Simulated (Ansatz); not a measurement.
Results of HSE06 (Ansatz, a first-principles code, plane waves, PAW) for diamond.

Settings: plane-wave cutoff 500 eV, 12×12×1 k mesh (along the axes of the cell as run), gaussian smearing 0.02 eV, scalar-relativistic PAW data made under PBE.

The cell is the one relaxed with r²SCAN.

**Question.** Predict the surface energy of the (111) face.

**Answer.** 
- surface energy of the (111) face: 6.80 J/m²

Note: the run warned that the count of filled bands differs between k points.

The slab of 12 atoms is relaxed and unreconstructed.

Computed values are for the static lattice.

Computing time: about 13 core-minutes (a rough figure).
